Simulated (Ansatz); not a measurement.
Crystal: Rh2O, antifluorite type, 3 atoms in the cell.

These are results of Ansatz 0.2.0 development build, PBE, plane waves, PAW datasets (generated soft set 1), not measurements.

Cutoff 420 eV; k-mesh 35×35×35 Γ-centred; Fermi–Dirac smearing of 0.0612 eV; no spin polarisation.

The fit to the energies gives V₀ = 12.964 Å³/atom (a₀ = 5.378 Å), B₀ = 184 GPa, B₀′ = 4.98.

**Question.** What pressure does the program print at V = 13.731 Å³/atom, and how far above the lowest computed point (V = 12.954 Å³/atom) does the energy lie?

**Answer.** -9.15 GPa and 23.21 meV/atom. All points:

| V (Å³/atom) | a (Å) | E − E(min) (meV/atom) | P (GPa) |
| --- | --- | --- | --- |
| 12.177 | 5.2671 | 31.06 | 13.45 |
| 12.436 | 5.3042 | 13.41 | 8.47 |
| 12.695 | 5.3408 | 3.34 | 4.06 |
| 12.954 | 5.3769 | 0.00 | 0.14 |
| 13.213 | 5.4125 | 2.64 | -3.34 |
| 13.472 | 5.4476 | 10.58 | -6.42 |
| 13.731 | 5.4823 | 23.21 | -9.15 |

The published all-electron PBE values for this crystal (mean of FLEUR and WIEN2k, k-spacing 0.06 Å⁻¹; Bosoni et al., Nat. Rev. Phys. 6, 45 (2024)) are V₀ = 12.955 Å³/atom, B₀ = 184.2 GPa, B₀′ = 5.02.

The stress includes the program's correction for the finite plane-wave basis.

This cubic structure is a model: it isn't the usual form of the substance at ambient conditions, and such phases are metastable or hypothetical.
